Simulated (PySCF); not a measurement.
**C2H3Cl3: calculation against experiment**

**The experiment to reproduce.**

NIST CCCBDB Release 22 (SRD 101), experimental dipoles lists, for the gas: dipole moment (microwave Stark effect, vibrational ground state) 1.755 ± 0.015 D.

NIST CCCBDB Release 22 (SRD 101), experimental polarizabilities lists, for the gas: mean polarisability 10.12 Å³.

How close the calculation comes is told at the end.

C₂H₃Cl₃.
Numbering: `[CH3:1][C:2]([Cl:3])([Cl:4])[Cl:5]` (hydrogens: H6, H7, H8 on C1)

Cartesian coordinates in Å at the PBE0-D3(BJ)/def2-TZVP level; atoms count from 1:
```xyz
8
C2H3Cl3 angstrom
C      0.736    0.039    0.421
C     -0.562   -0.036   -0.342
Cl    -0.294   -0.792   -1.926
Cl    -1.745   -1.001    0.562
Cl    -1.218    1.596   -0.588
H      0.557    0.504    1.391
H      1.452    0.636   -0.143
H      1.128   -0.967    0.566
```

The PySCF runs (gas phase, on this PBE0-D3(BJ)/def2-TZVP geometry; no spin–orbit coupling):

```json
{"level": "PBE0-D3(BJ)/def2-TZVP, grid level 2", "job": "geometry optimisation from a GFN2-xTB start shaken at random", "basis functions": "191", "wall time": "91 s"}
{"level": "B97-2/pcSseg-2", "job": "shieldings", "basis functions": "243", "wall time": "23 s"}
{"level": "KT3/pcSseg-2", "job": "shieldings", "basis functions": "243", "wall time": "26 s"}
{"level": "PBE0/pcSseg-2", "job": "shieldings, charges and field gradients", "basis functions": "243", "wall time": "23 s"}
{"level": "wB97X-D/pcSseg-2", "job": "shieldings", "basis functions": "243", "wall time": "29 s"}
{"level": "CAM-B3LYP/aug-cc-pVTZ", "job": "10 singlets by full TDDFT, 4 Tamm–Dancoff triplets, polarisability", "basis functions": "311", "wall time": "62 s"}
{"level": "PBE0/aug-cc-pVTZ", "job": "10 singlets by full TDDFT, 4 Tamm–Dancoff triplets, polarisability, dynamic polarisability", "basis functions": "311", "wall time": "51 s"}
{"level": "wB97X-D/aug-cc-pVTZ", "job": "10 singlets by full TDDFT, 4 Tamm–Dancoff triplets, polarisability, ΔSCF ions", "basis functions": "311", "wall time": "5.0 min"}
```

Hardware: one thread, Arm Neoverse V2 (aarch64) (shared host).

## Comparison

**Dipole moment.** Measured: 1.755 D (NIST CCCBDB Release 22 (SRD 101), experimental dipoles).

| level | computed (D) | computed − measured (D) | % (from the printed values) |
| --- | --- | --- | --- |
| PBE0-D3(BJ)/def2-TZVP | 1.803 | +0.048 | +3 |
| B97-2/pcSseg-2 | 1.887 | +0.132 | +8 |
| KT3/pcSseg-2 | 1.827 | +0.072 | +4 |
| PBE0/pcSseg-2 | 1.884 | +0.129 | +7 |
| wB97X-D/pcSseg-2 | 1.912 | +0.157 | +9 |
| CAM-B3LYP/aug-cc-pVTZ | 1.821 | +0.066 | +4 |
| PBE0/aug-cc-pVTZ | 1.824 | +0.069 | +4 |
| wB97X-D/aug-cc-pVTZ | 1.829 | +0.074 | +4 |

Closest is PBE0-D3(BJ)/def2-TZVP (+0.048 D), furthest wB97X-D/pcSseg-2 (+0.157 D); one molecule doesn't rank methods. All 8 levels lie above the measurement. The computed dipoles belong to one fixed geometry; measured ones are averaged over vibrations unless marked μe. Magnitudes are compared, not signs.

**Mean polarisability.** Measured: 10.12 Å³ (NIST CCCBDB Release 22 (SRD 101), experimental polarizabilities).

| level | computed (Å³) | computed − measured (Å³) | % (from the printed values) |
| --- | --- | --- | --- |
| CAM-B3LYP/aug-cc-pVTZ | 10.05 | -0.07 | -1 |
| PBE0/aug-cc-pVTZ | 10.12 | 0.00 | 0 |
| wB97X-D/aug-cc-pVTZ | 10.07 | -0.05 | 0 |

Closest is PBE0/aug-cc-pVTZ (0.00 Å³), furthest CAM-B3LYP/aug-cc-pVTZ (-0.07 Å³); one molecule doesn't rank methods. The computed values are static and purely electronic, with core orbitals frozen in the response (1 au = 0.148185 Å³). The table of measured values doesn't say here whether a value is static or optical, or holds a vibrational part.

The geometry is computed, not the measured one. Where a level misses, the cause wasn't examined.
